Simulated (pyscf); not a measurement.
PySCF, gas phase, ωB97X-D3(BJ)/def2-SVP geometries.

Question: For the elementary gas-phase step H₂N–Ga(NH₂)–NH₂ + water (H₂O) -> ammonia (NH₃) + H₂N–Ga(NH₂)–OH (singlet surface; Ga–N, H–O broken, H–N, Ga–O formed), what barrier and reaction energy does ωB97M-D3(BJ)/def2-TZVP give, measured from the separated reactants?

Answer: ΔE‡ = -5.8 kcal/mol, ΔE = -7.1 kcal/mol. Zero-point energy shifts the barrier by +1.2 kcal/mol. It is a four-centre exchange, with an imaginary mode of 1032i cm⁻¹. On the reactant side the descent ends in an adduct with a Ga–O contact, 12.9 kcal/mol under the separated species and 6.3 kcal/mol under the saddle at ωB97X-D3(BJ)/def2-TZVP. On the product side the descent ends in an adduct with a Ga–N contact, 21.6 kcal/mol under the separated species and 21.7 kcal/mol under the saddle at ωB97X-D3(BJ)/def2-TZVP. At ωB97M-D3(BJ) the saddle lies under the separated reactants, which points to a path from their complex (located at ωB97X-D3(BJ) alone). What is counted as formed (Ga–O) is already present as a longer contact in the reactant adduct; forming that adduct is a step of its own. What is counted as broken (Ga–N) persists as a longer contact in the product adduct; parting that adduct is a step of its own. One saddle was located; it need not be the lowest between these sides. Elements up to Kr have no core potential and no relativistic terms here.
